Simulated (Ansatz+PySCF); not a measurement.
A calculation with PySCF 2.14.0.

```python
from pyscf import gto, scf, cc

mol = gto.M(atom="""
O 0.000000 0.000000 0.000000
P 0.616900 0.822540 1.780850
""", basis='sto-3g', charge=1, spin=0)
mf = scf.RHF(mol)
mf.kernel()
mycc = cc.CCSD(mf, frozen=6).run()
et = mycc.ccsd_t()
print(mf.e_tot, mycc.e_corr, et, mycc.e_tot + et)
```

The script is written out from the run's settings.

Results

```yaml
Converged: yes
Reference_energy: -410.25062 hartree
CCSD_correlation_energy: -0.24834 hartree
Triples_correction: -0.15459 hartree
Total_energy: -410.65355 hartree
Spin_squared_of_the_determinant: 0.000
```

Caution: the method has broken down; large amplitudes, a single reference is doubtful; an unrestricted determinant lies well below.
